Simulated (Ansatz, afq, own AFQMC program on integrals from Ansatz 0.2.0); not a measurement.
Integrals from Ansatz 0.2.0, then the random walk in our own AFQMC program (afq).

```yaml
crystal:
  periodic: [false, false, false]
  atoms:
    - {symbol: B, position_ang: [0.000000, 0.000000, 0.668909]}
    - {symbol: O, position_ang: [0.000000, 0.000000, -0.612266]}
    - {symbol: H, position_ang: [0.000000, 1.050271, 1.272063]}
    - {symbol: H, position_ang: [0.000000, -1.050271, 1.272063]}
basis:
  gaussian: {orbitals: cc-pVDZ}
magnetization: {spin_polarized: true, initial_magnetization: 1}
correlation: {method: ccsd_t, electrons: outside_noble_gas, hamiltonian_folder: ham}
```

```sh
$ ansatz run in.yaml --threads 1 --pin off --events-out ev --progress --plain --max-ram 1382MiB
```

Options of the walk:

```
--method phaseless --trial hf --walkers 120 --populations 1 --least-time 40 --time-step 0.005 --steps-per-block 20 --equilibration-blocks 112 --max-blocks 600 --target-error 0.0012000 --factor-cut 1e-05 --start spin_pure --seed 2088 --taylor-order 6
```

Times are imaginary, in 1/Eh. The walk had a cap of 1172 s.

```
orbitals 36  electrons 6 5  factors 275 of 344
reference energy -100.70707249 Eh
CCSD correlation -0.26469467 Eh in 13 cycles, weight of the determinant in the CISD state 0.8738
energy of the start -100.707592 Eh
 block  time / (1/Eh)  mean weight  energy / Eh
     1     0.100  1.0018  -100.784107
     2     0.200  1.0009  -100.835364
     3     0.300  1.0013  -100.861747
     4     0.400  1.0003  -100.886312
     5     0.500  1.0026  -100.917333
     7     0.700  1.0022  -100.935989
     9     0.900  1.0022  -100.952896
    18     1.800  1.0000  -100.991393
    52     5.200  1.0005  -100.992817
    86     8.600  0.9996  -100.990285
   120    12.000  0.9988  -100.978461
   154    15.400  1.0009  -101.006885
   188    18.800  1.0005  -100.971466
   222    22.200  1.0018  -100.980301
   239    23.900  0.9986  -100.944087
   256    25.600  1.0002  -100.970910
   290    29.000  0.9996  -101.004626
   324    32.400  1.0020  -100.958266
   358    35.800  0.9991  -100.960989
   392    39.200  1.0006  -100.967224
   426    42.600  1.0006  -101.050631
   460    46.000  1.0012  -100.990007
   494    49.400  1.0017  -101.027614
   528    52.800  1.0006  -100.963226
   562    56.200  1.0016  -100.958121
   596    59.600  1.0008  -100.971011
   630    63.000  1.0017  -100.963424
   664    66.400  0.9992  -100.963575
   698    69.800  1.0006  -100.975291
blocks merged  error / Eh  count
     1  0.000911  600
     2  0.001198  300
     4  0.001566  150
     8  0.001854  75
    16  0.001975  37
    32  0.002169  18
    64  0.002164  9
energy -100.983281 +/- 0.002169 Eh
(rows thinned)
```

Task: Estimate how long the walk took on 1 thread of Arm Neoverse V1 (shared host).

Result: 4.7 min of wall time.

The run passed its tests (sampling time, drift between the halves within three errors, error under three times the target), which doesn't prove that it has relaxed.

Against this walk (error 59.0 meV) on the same determinant: CCSD(T) 132.2 meV higher, CCSDT(Q) 83.6 meV higher (within the noise), a separate phaseless walk with a CISD trial and standard settings 70.2 ± 61.1 meV higher (within the noise). The error is statistical and leaves out the bias of the constraint.

Cautions: constraint bias not in the error; error above the target (59.0 against 32.7 meV); higher spins were not checked; raised T1 diagnostic (T1 0.040, weight of the determinant 0.87, largest double 0.06); the bias of populations of 120 walkers isn't removed.

CCSDT and higher add their correlation energy to the determinant of the CCSD(T) run, since their own runs factorise the integrals more tightly (a shift of under 2 meV). A walk keeps the symmetry of its determinant, which the program's search chose and which needn't be the lowest solution, so a lower state of the same spin and another symmetry isn't excluded.
